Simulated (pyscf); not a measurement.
## 1,1-elimination: H₃Si–SeH (SMILES [SiH3][SeH]) → :HSi–SeH (SMILES [SiH][SeH]) [singlet] + H₂ (SMILES [H][H])

Gas phase, singlet surface, charge 0. Bonds broken: Si2–H4, Si2–H5. Bonds formed: H4–H5. Single points on ωB97X-D3(BJ)/def2-SVP structures (PySCF, gas phase).

Transition state (Å):

```xyz
6

Se     0.1272    -1.3097     0.4334
Si    -1.0311     0.4209    -0.4713
H      0.6582    -1.7619    -0.8575
H     -2.5455     0.1602    -0.4189
H     -2.2199     0.2364     0.6568
H     -0.7884     1.6906     0.2694
```

One imaginary mode, 1238i cm⁻¹; descent along it reached the two sides named.

```json
[
 {"bond": "Si2–H4", "change": "breaks", "reactant side (Å)": "1.489", "saddle": "1.538", "product side": "2.8"},
 {"bond": "Si2–H5", "change": "breaks", "reactant side (Å)": "1.488", "saddle": "1.649", "product side": "2.9"},
 {"bond": "H4–H5", "change": "forms", "reactant side (Å)": "2.438", "saddle": "1.127", "product side": "0.762"}
]
```

Electronic energies relative to the reactant's lowest minimum found (kJ/mol):

```tsv
level	barrier	reaction energy	reverse barrier
ωB97X-D3(BJ)/def2-TZVP	258.8	+190.4	68.3
PBE/def2-TZVP	210.3	+163.0	47.2
r²SCAN/def2-TZVP	228.3	+183.0	45.3
B3LYP-D3(BJ)/def2-TZVP	240.9	+169.9	71.0
PBE0-D3(BJ)/def2-TZVP	232.4	+183.7	48.7
M06-2X/def2-TZVP	245.4	+169.0	76.3
ωB97M-D3(BJ)/def2-TZVP	244.5	+174.0	70.5
HF/def2-TZVP	318.2	+194.6	123.6
```

With ωB97M-D3(BJ)/def2-TZVP energies and thermal terms (ideal gas, 1 atm, RRHO with modes under 100 cm⁻¹ raised to 100, one conformer, R ln 2 for chiral ones without a mode under 150 cm⁻¹), in kJ/mol:

| T (K) | ΔH‡ | ΔG‡ | ΔH | ΔG |
|---|---|---|---|---|
| 298 | 234.5 | 234.1 | +161.7 | +127.7 |
| 600 | 233.5 | 234.1 | +164.0 | +92.1 |
| 900 | 232.1 | 234.7 | +163.3 | +56.3 |
| 1200 | 230.5 | 235.8 | +160.9 | +20.9 |

The same reactants have a lower exit, to H₂Si=Se + H₂ (barrier +213.3 kJ/mol at ωB97M-D3(BJ)/def2-TZVP, against +244.5 kJ/mol here). :HSi–SeH [singlet] lies 50.4 kJ/mol over its isomer H₂Si=Se (electronic energy, ωB97M-D3(BJ)/def2-TZVP). This is the saddle that the search found; another between the same sides may lie lower. Elements up to Kr have no core potential and no relativistic terms here.
